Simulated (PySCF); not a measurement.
Gas-phase reaction: 2 SiH₄ + C₄H₆ (butadiene) = 2 CH₃SiH₃ + 2 CH, at 1400 K and a standard pressure of 1 bar. Level: PBE0/def2-SVP†.

Computed with PySCF and rigid-rotor harmonic-oscillator thermochemistry at 1 bar. † marks an energy on the PBE0/def2-TZVP geometry and frequencies. Open shells (unrestricted): CH (multiplicity 2, electronic degeneracy 4); the rest are closed-shell singlets. Spin-orbit splitting is ignored; it lowers the true energy and changes the entropy of CH. The harmonic model lacks anharmonicity and excited electronic states, which grow with temperature; levels with a mode under 35 cm⁻¹ are left out. Internal rotation in C₄H₆ (butadiene), CH₃SiH₃ is treated as a harmonic vibration of one conformer, which makes the entropy rough. Warning, spin contamination: CH (PBE0/def2-SVP†).

| species | E (Ha) | H(1400 K) − E (kJ/mol) | S°(1400 K) (J/mol/K) |
|---|---|---|---|
| SiH₄ | -291.65272 | 174.7 | 310.6 |
| C₄H₆ (butadiene) | -155.68002 | 401.2 | 482.0 |
| CH₃SiH₃ | -330.90353 | 306.9 | 425.8 |
| CH | -38.39233 | 59.7 | 229.7 |
E: electronic energy; H − E holds the zero-point and thermal terms. 1 Ha = 2625.5 kJ/mol.

### Question
Work out ΔH°, ΔS°, ΔG° and log10 K from these numbers.

### Answer
1. ΔE = 2×(-330.90353) + 2×(-38.39233) − 2×(-291.65272) − 1×(-155.68002) = 0.39374 Ha = 1033.8 kJ.
2. Δ(H − E) = 2×(306.9) + 2×(59.7) − 2×(174.7) − 1×(401.2) = -17.4 kJ, so ΔH° = 1016.4 kJ.
3. ΔS° = 2×(425.8) + 2×(229.7) − 2×(310.6) − 1×(482.0) = 207.8 J/K; the number of gas molecules changes by +1.
4. ΔG° = ΔH° − TΔS° = 1016.4 − 1400×(207.8)/1000 = 725.5 kJ.
5. log10 K = −ΔG°/(RT ln 10) = -27.07, with RT ln 10 = 26.80 kJ/mol; at standard pressures the reactants are favoured.
6. A shift of 10 kJ in ΔE would move log10 K by 0.37 here.
For scale, ΔH°(298 K) is 1009 kJ at this level, 959 kJ at ωB97M-V/def2-TZVP†, and runs from 953 to 1239 kJ over the 14 levels computed.
